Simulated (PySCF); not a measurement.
**Reproducing measurements on carbonyl fluoride**

**What was measured.**

From NIST CCCBDB Release 22 (SRD 101), experimental dipoles, for the gas: dipole moment (microwave Stark effect) 0.95 D.

How close the calculation comes is told at the end.

Species: carbonyl fluoride, CF2O.
Numbering: `[O:1]=[C:2]([F:3])[F:4]`

Structure used (GFN2-xTB), in Å, numbered top down from 1:
```xyz
4
CF2O angstrom
O     -0.318    1.121    0.805
C     -0.024    0.093    0.357
F      1.014   -0.643    0.692
F     -0.662   -0.566   -0.587
```

The PySCF runs (gas phase, on this GFN2-xTB geometry; no spin–orbit coupling):

```tsv
level	job	basis functions
PBE0/pcSseg-1	shieldings, charges and field gradients	68
OLYP/def2-SVP	shieldings, charges and field gradients	56
BLYP/aug-pcSseg-1	shieldings, charges and field gradients, density and orbital grids written	104
CAM-B3LYP/STO-3G	shieldings, charges and field gradients	20
PBE0/Sadlej pVTZ, level shift 0.2 Eh	shieldings, charges and field gradients	96
CAM-B3LYP/def2-SVPD	8 singlets by full TDDFT, 3 Tamm–Dancoff triplets, polarisability	89
PBE0/def2-SVPD	6 singlets by full TDDFT, 2 Tamm–Dancoff triplets, polarisability	89
B3LYP/pcJ-1	spin–spin couplings from 4 perturbed nuclei	108
PBE0/aug-cc-pVDZ, start guess atom	spin–spin couplings from 4 perturbed nuclei	92
```

Results beside the measurements:

**Dipole moment.** Measured: 0.95 D (NIST CCCBDB Release 22 (SRD 101), experimental dipoles).

```tsv
level	computed (D)	computed − measured (D)	% (from the printed values)
PBE0/pcSseg-1	0.98	+0.03	+3
OLYP/def2-SVP	0.96	+0.01	+1
BLYP/aug-pcSseg-1	0.93	-0.02	-2
CAM-B3LYP/STO-3G	1.06	+0.11	+12
PBE0/Sadlej pVTZ	0.95	0.00	0
CAM-B3LYP/def2-SVPD	0.93	-0.02	-2
PBE0/def2-SVPD	0.94	-0.01	-1
B3LYP/pcJ-1	0.97	+0.02	+2
PBE0/aug-cc-pVDZ	0.96	+0.01	+1
```

Closest is PBE0/Sadlej pVTZ (0.00 D), furthest CAM-B3LYP/STO-3G (+0.11 D); one molecule doesn't rank methods. The computed dipoles belong to one fixed geometry; measured ones are averaged over vibrations unless marked μe. Magnitudes are compared, not signs.

No measured geometry was used, and the causes of the misses weren't examined.
